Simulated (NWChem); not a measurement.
The numbers come from NWChem runs, not from measurements. System: disilane (H6Si2), charge 0, spin multiplicity 1, at a geometry optimised with PBE/def2-SVP. Level: RHF/6-31G* (spherical d).

The NWChem input:

```
start mol
memory heap 200 mb stack 900 mb global 1100 mb
geometry units angstroms nocenter noautoz
  Si     1.175921     0.052081     0.000000
  Si    -1.175921    -0.052081     0.000000
  H      1.666292     0.780602     1.222961
  H      1.666292     0.780602    -1.222961
  H      1.760097    -1.335554     0.000000
  H     -1.666292    -0.780602     1.222961
  H     -1.666292    -0.780602    -1.222961
  H     -1.760097     1.335554     0.000000
  symmetry group C2h
end
basis spherical
  * library 6-31g*
end
scf
  rhf
  nopen 0
  maxiter 100
  thresh 1e-7
  semidirect memsize 60000000 filesize 0
end
task scf energy
```

Output (cleaned and shortened):

```
             Northwest Computational Chemistry Package (NWChem) 7.3.0
             --------------------------------------------------------

                                NWChem Input Module
                                -------------------

 Scaling coordinates for geometry "geometry" by  1.889725989
 (inverse scale =  0.529177249)

 Turning off AUTOSYM since
 SYMMETRY directive was detected!

                             Geometry "geometry" -> ""
                             -------------------------

 Output coordinates in angstroms (scale by  1.889725989 to convert to a.u.)

  No.       Tag          Charge          X              Y              Z
 ---- ---------------- ---------- -------------- -------------- --------------
    1 Si                  14.0000     1.17592100     0.05208100     0.00000000
    2 Si                  14.0000    -1.17592100    -0.05208100     0.00000000
    3 H                    1.0000     1.66629200     0.78060200     1.22296100
    4 H                    1.0000     1.66629200     0.78060200    -1.22296100
    5 H                    1.0000     1.76009700    -1.33555400     0.00000000
    6 H                    1.0000    -1.66629200    -0.78060200     1.22296100
    7 H                    1.0000    -1.66629200    -0.78060200    -1.22296100
    8 H                    1.0000    -1.76009700     1.33555400     0.00000000

 Effective nuclear repulsion energy (a.u.)      89.9741794733

            Nuclear Dipole moment (a.u.)
            ----------------------------
        X                 Y               Z
 ---------------- ---------------- ----------------
     0.0000000000     0.0000000000     0.0000000000

      Symmetry information
      --------------------

 Group name             C2h
 Group number             21
 Group order               4
 No. of unique centers     3

      Symmetry unique atoms

     1    3    5


 Summary of "ao basis" -> "" (spherical)
 ------------------------------------------------------------------------------
       Tag                 Description            Shells   Functions and Types
 ---------------- ------------------------------  ------  ---------------------
 *                           6-31g*                   on all atoms

 Summary of "ao basis" -> "ao basis" (spherical)
 ------------------------------------------------------------------------------
       Tag                 Description            Shells   Functions and Types
 ---------------- ------------------------------  ------  ---------------------
 Si                          6-31g*                  8       18   4s3p1d
 H                           6-31g*                  2        2   2s

                                 NWChem SCF Module
                                 -----------------

  ao basis        = "ao basis"
  functions       =    48
  atoms           =     8
  closed shells   =    17
  open shells     =     0
  charge          =   0.00
  wavefunction    = RHF
  use symmetry    = T
  symmetry adapt  = T

 Summary of "ao basis" -> "ao basis" (spherical)
 ------------------------------------------------------------------------------
       Tag                 Description            Shells   Functions and Types
 ---------------- ------------------------------  ------  ---------------------
 Si                          6-31g*                  8       18   4s3p1d
 H                           6-31g*                  2        2   2s

      Symmetry analysis of basis
      --------------------------

        ag         17
        au          7
        bg          7
        bu         17

 Forming initial guess at       0.0s

      Superposition of Atomic Density Guess
      -------------------------------------

 Sum of atomic energies:        -580.62401028

      Non-variational initial energy
      ------------------------------

 Total energy =    -581.131637
 1-e energy   =    -983.009730
 2-e energy   =     311.903914
 HOMO         =      -0.324021
 LUMO         =       0.077652

      Symmetry analysis of molecular orbitals - initial
      -------------------------------------------------

  Numbering of irreducible representations:

     1 ag          2 au          3 bg          4 bu

  Orbital symmetries:

     1 bu          2 ag          3 ag          4 bu          5 bu
     6 au          7 ag          8 bg          9 ag         10 bu
    11 ag         12 bu         13 bu         14 au         15 ag
    16 bg         17 ag         18 bu         19 bu         20 au
    21 ag         22 bg         23 ag         24 bu         25 ag
    26 bu         27 au

 Starting SCF solution at       0.1s

 ----------------------------------------------
         Quadratically convergent ROHF

 Convergence threshold     :          1.000E-07
 Maximum no. of iterations :          100
 Final Fock-matrix accuracy:          1.000E-09
 ----------------------------------------------

              iter       energy          gnorm     gmax       time
             ----- ------------------- --------- --------- --------
                 1     -581.2720286748  4.20D-01  1.18D-01      0.1
                 2     -581.3001899078  8.33D-02  2.71D-02      0.1
                 3     -581.3011595807  3.29D-03  9.41D-04      0.1
                 4     -581.3011611484  1.08D-05  3.43D-06      0.2
                 5     -581.3011611484  5.18D-09  1.85D-09      0.2

       Final RHF  results
       ------------------

         Total SCF energy =   -581.301161148412
      One-electron energy =   -984.738750051204
      Two-electron energy =    313.463409429489
 Nuclear repulsion energy =     89.974179473302

        Time for solution =      0.0s

       Symmetry analysis of molecular orbitals - final
       -----------------------------------------------

  Numbering of irreducible representations:

     1 ag          2 au          3 bg          4 bu

  Orbital symmetries:

     1 bu          2 ag          3 ag          4 bu          5 ag
     6 bu          7 au          8 ag          9 bg         10 bu
    11 ag         12 bu         13 bu         14 au         15 ag
    16 bg         17 ag         18 bu         19 bu         20 au
    21 ag         22 bg         23 ag         24 bu         25 ag
    26 bu         27 au

             Final eigenvalues
             -----------------

              1
    1  -68.7587
    2  -68.7587
    3   -6.1241
    4   -6.1240
    5   -4.2293
    6   -4.2292
    7   -4.2292
    8   -4.2291
    9   -4.2291
   10   -4.2286
   11   -0.7540
   12   -0.6747
   13   -0.4968
   14   -0.4968
   15   -0.4698
   16   -0.4698
   17   -0.4042
   18    0.1388
   19    0.1394
   20    0.1394
   21    0.2036
   22    0.2066
   23    0.2066
   24    0.2754
   25    0.3029
   26    0.3741
   27    0.3741

                       ROHF Final Molecular Orbital Analysis
                       -------------------------------------

 Vector   15  Occ=2.000000D+00  E=-4.697906D-01  Symmetry=ag
              MO Center=  1.5D-14, -9.0D-16, -1.5D-15, r^2= 4.9D+00
   Bfn.  Coefficient  Atom+Function         Bfn.  Coefficient  Atom+Function
  ----- ------------  ---------------      ----- ------------  ---------------
     8      0.275302  1 Si py                26     -0.275302  2 Si py
    42     -0.260612  5 H  s                 48     -0.260612  8 H  s
    41     -0.195187  5 H  s                 47     -0.195187  8 H  s

 Vector   16  Occ=2.000000D+00  E=-4.697847D-01  Symmetry=bg
              MO Center=  1.3D-14,  7.7D-16,  3.4D-16, r^2= 4.9D+00
   Bfn.  Coefficient  Atom+Function         Bfn.  Coefficient  Atom+Function
  ----- ------------  ---------------      ----- ------------  ---------------
     9      0.275572  1 Si pz                27     -0.275572  2 Si pz
    38      0.225693  3 H  s                 40     -0.225693  4 H  s
    44     -0.225693  6 H  s                 46      0.225693  7 H  s
    37      0.169032  3 H  s                 39     -0.169032  4 H  s
    43     -0.169032  6 H  s                 45      0.169032  7 H  s

 Vector   17  Occ=2.000000D+00  E=-4.041758D-01  Symmetry=ag
              MO Center= -1.0D-15, -1.2D-16,  2.5D-17, r^2= 3.0D+00
   Bfn.  Coefficient  Atom+Function         Bfn.  Coefficient  Atom+Function
  ----- ------------  ---------------      ----- ------------  ---------------
     7      0.411441  1 Si px                25     -0.411441  2 Si px
     3     -0.160022  1 Si px                21      0.160022  2 Si px

 Vector   18  Occ=0.000000D+00  E= 1.388058D-01  Symmetry=bu
              MO Center=  1.6D-14, -2.5D-16,  9.4D-16, r^2= 8.2D+00
   Bfn.  Coefficient  Atom+Function         Bfn.  Coefficient  Atom+Function
  ----- ------------  ---------------      ----- ------------  ---------------
    11      1.570691  1 Si px                29      1.570691  2 Si px
    10     -1.360706  1 Si s                 28      1.360706  2 Si s
     6     -0.183181  1 Si s                 24      0.183181  2 Si s
     7      0.161788  1 Si px                25      0.161788  2 Si px

 Vector   19  Occ=0.000000D+00  E= 1.393894D-01  Symmetry=bu
              MO Center= -5.3D-14, -1.3D-14,  5.3D-15, r^2= 4.9D+00
   Bfn.  Coefficient  Atom+Function         Bfn.  Coefficient  Atom+Function
  ----- ------------  ---------------      ----- ------------  ---------------
    12      0.785871  1 Si py                30      0.785871  2 Si py
    42      0.717616  5 H  s                 48     -0.717616  8 H  s
    38     -0.358428  3 H  s                 40     -0.358428  4 H  s
    44      0.358428  6 H  s                 46      0.358428  7 H  s

 Vector   20  Occ=0.000000D+00  E= 1.393923D-01  Symmetry=au
              MO Center= -4.7D-14,  1.8D-15, -3.1D-16, r^2= 4.9D+00
   Bfn.  Coefficient  Atom+Function         Bfn.  Coefficient  Atom+Function
  ----- ------------  ---------------      ----- ------------  ---------------
    13      0.787161  1 Si pz                31      0.787161  2 Si pz
    38     -0.621272  3 H  s                 40      0.621272  4 H  s
    44     -0.621272  6 H  s                 46      0.621272  7 H  s

 center of mass
 --------------
 x =  -0.00000000 y =   0.00000000 z =   0.00000000

 moments of inertia (a.u.)
 ------------------
          43.684375939428         -14.041954063721           0.000000000000
         -14.041954063721         360.103211517544           0.000000000000
           0.000000000000           0.000000000000         360.725210222975

  Mulliken analysis of the total density
  --------------------------------------

    Atom       Charge   Shell Charges
 -----------   ------   -------------------------------------------------------
    1 Si  14    13.61   2.00  2.00  5.98  0.94  1.91  0.30  0.34  0.15
    2 Si  14    13.61   2.00  2.00  5.98  0.94  1.91  0.30  0.34  0.15
    3 H    1     1.13   0.49  0.64
    4 H    1     1.13   0.49  0.64
    5 H    1     1.13   0.49  0.64
    6 H    1     1.13   0.49  0.64
    7 H    1     1.13   0.49  0.64
    8 H    1     1.13   0.49  0.64

       Multipole analysis of the density wrt the origin
       ------------------------------------------------

     L   x y z        total         open         nuclear
     -   - - -        -----         ----         -------
     0   0 0 0     -0.000000      0.000000     34.000000

     1   1 0 0     -0.000000      0.000000      0.000000
     1   0 1 0      0.000000      0.000000      0.000000
     1   0 0 1     -0.000000      0.000000      0.000000

     2   2 0 0    -24.810860      0.000000    200.051468
     2   1 1 0     -0.045947      0.000000      7.914344
     2   1 0 1      0.000000      0.000000      0.000000
     2   0 2 0    -23.782364      0.000000     21.714624
     2   0 1 1      0.000000      0.000000      0.000000
     2   0 0 2    -23.780450      0.000000     21.364015

 Task  times  cpu:        0.2s     wall:        0.2s

 Total times  cpu:        0.2s     wall:        0.2s
```
